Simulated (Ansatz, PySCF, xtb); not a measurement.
Dissociation curve of NaCl, singlet.

- RHF/aug-cc-pVTZ (Ansatz, an electronic-structure program)
- GFN1-xTB (xtb)
- UKS-LDA (SVWN5)/6-31G* = unrestricted LDA (SVWN5)/6-31G*, spherical d (PySCF 2.14.0)
- UCCSD = CCSD on UHF/aug-cc-pVTZ, frozen core (Ansatz)

Energies are in kJ/mol, each relative to the lowest point of its own curve near equilibrium.

| R / Å | RHF | GFN1-xTB | UKS-LDA (SVWN5)/6-31G* | UCCSD |
|---|---|---|---|---|
| 1.89 | 165.3 | 109.7 | 129.8 | 168.5 |
| 2.01 | 79.7 | 38.7 | 58.1 | 82.4 |
| 2.12 | 34.4 | 10.3 | 22.3 | 36.3 |
| 2.22 | 11.9 | 0.9 | 5.9 | 13.0 |
| 2.31 | 2.2 | 0.0 | 0.3 | 2.6 |
| 2.36 | 0.0 | 1.4 | 0.0 | 0.0 |
| 2.47 | 1.0 | 7.5 | 4.4 | 0.3 |
| 2.53 | 4.1 | 12.0 | 9.1 | 3.0 |
| 2.63 | 12.1 | 20.6 | 19.3 | 10.5 |
| 2.73 | 22.5 | 30.2 | 31.6 | 20.4 |
| 2.94 | 48.6 | 52.0 | 61.0 | 45.7 |
| 3.15 | 76.6 | 75.1 | 91.5 | 73.2 |
| 3.51 | 122.6 | 114.3 | 140.3 | 119.0 |
| 3.92 | 168.3 | 155.8 | 186.6 | 164.8 |
| 4.24 | 198.4 | 185.2 | 215.5 | 195.3 |
| 4.67 | 232.3 | 220.0 | 244.1 | 229.7 |
| 5.13 | 261.9 | 251.1 | 264.3 | 259.8 |
| 5.73 | 292.7 | 282.8 | 281.3 | — |
| 6.42 | 320.3 | 309.3 | 293.3 | — |
| 7.12 | 342.4 | — | 301.0 | — |
| 8.33 | 371.4 | — | 309.0 | — |
| 9.36 | 390.0 | — | 313.1 | — |

At the longest distance, 9.36 Å, RHF lies highest above its minimum (390.0 kJ/mol) and UKS-LDA (SVWN5)/6-31G* lowest (313.1 kJ/mol).

Dashes: no converged value, or the column stops at the first point that the program doubted or that broke a chosen test of continuity, which isn't proof of a fault.

The restricted form behind RHF keeps the bonding electrons paired and can't separate into open-shell fragments. The unrestricted determinant behind UKS-LDA (SVWN5)/6-31G* is spin-contaminated at 4.67 to 9.36 Å (<S²> up to 0.5, against 0.00 for a pure singlet). The unrestricted determinant behind UCCSD is spin-contaminated at 5.73 to 9.36 Å (<S²> up to 1.0, against 0.00 for a pure singlet).
